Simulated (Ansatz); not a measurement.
# ClH₃SSi: single points off equilibrium

One table from this session's results is given with a row withheld; the runs are named, their logs left out.

Computed with Ansatz 0.2.0, Gaussian basis. Level: single points in def2-TZVPP.

Cores are frozen in the correlated methods.

## The system as given

SMILES `S[SiH2]Cl`, 6 atoms, charge 0, spin multiplicity 1.

Atoms are counted from 1 here; the program's logs count them from 0.

Bond lengths: S1–Si2 2.156 Å, S1–H4 1.334 Å, Si2–Cl3 2.031 Å, Si2–H5 1.512 Å, Si2–H6 1.428 Å. Angles: Si2–S1–H4 100.2°, S1–Si2–Cl3 109.3°, S1–Si2–H5 108.9°, S1–Si2–H6 103.1°, Cl3–Si2–H5 108.2°, Cl3–Si2–H6 111.3°, H5–Si2–H6 115.8°.

Geometry (Å):

```mol
ClH3SSi
  3D, bonds by distance, orders not assigned

  6  5  0  0  0  0  0  0  0  0999 V2000
   -1.1365   -1.2306   -0.2509 S   0  0
    0.4934    0.0835    0.2654 Si  0  0
   -0.1964    1.9891    0.4000 Cl  0  0
   -1.6947   -0.5369   -1.2443 H   0  0
    1.5303    0.0343   -0.8338 H   0  0
    0.9141   -0.4078    1.5387 H   0  0
  1  2  8  0
  1  4  8  0
  2  3  8  0
  2  5  8  0
  2  6  8  0
M  END
```

Set-up of the first run:

run/in.yaml

```yaml
crystal:
  periodic: [false, false, false]
  atoms:
    - {symbol: S, position_ang: [-1.136500, -1.230600, -0.250900]}
    - {symbol: Si, position_ang: [0.493400, 0.083500, 0.265400]}
    - {symbol: Cl, position_ang: [-0.196400, 1.989100, 0.400000]}
    - {symbol: H, position_ang: [-1.694700, -0.536900, -1.244300]}
    - {symbol: H, position_ang: [1.530300, 0.034300, -0.833800]}
    - {symbol: H, position_ang: [0.914100, -0.407800, 1.538700]}
basis:
  gaussian: {orbitals: def2-TZVPP}
correlation: {method: ccsd_t}
output: {forces: true}
```

No record of the launch command was kept for these runs.

Steps of the session up to this table: CCSD(T)/def2-TZVPP; PBE0-D4/def2-TZVPP; wB97M-V/def2-TZVPP; r2SCAN-D4/def2-TZVPP; PBE-D4/def2-TZVPP; r2SCANh-D4/def2-TZVPP; B97M-V/def2-TZVPP.

One of the session's tables, all rows but one given; the rest of the session is left out.

```
    method  RMS force component (eV/Å)  angle to CCSD(T) forces (°)  dipole (D)
   CCSD(T)                       0.548                    reference        0.76
   PBE0-D4                       0.565                          7.7        0.77
   wB97M-V                       0.541                          4.4        0.76
 r2SCAN-D4                       0.562                          6.3        0.74
    PBE-D4                       0.604                         15.7        0.69
r2SCANh-D4                       0.555                          5.8        0.76
    B97M-V                           ?                            ?           ?
```

Estimate the missing values for B97M-V.

As computed: RMS force component (eV/Å): 0.536; angle to CCSD(T) forces (°): 9.4; dipole (D): 0.62. In the column «RMS force component (eV/Å)» it is the lowest.
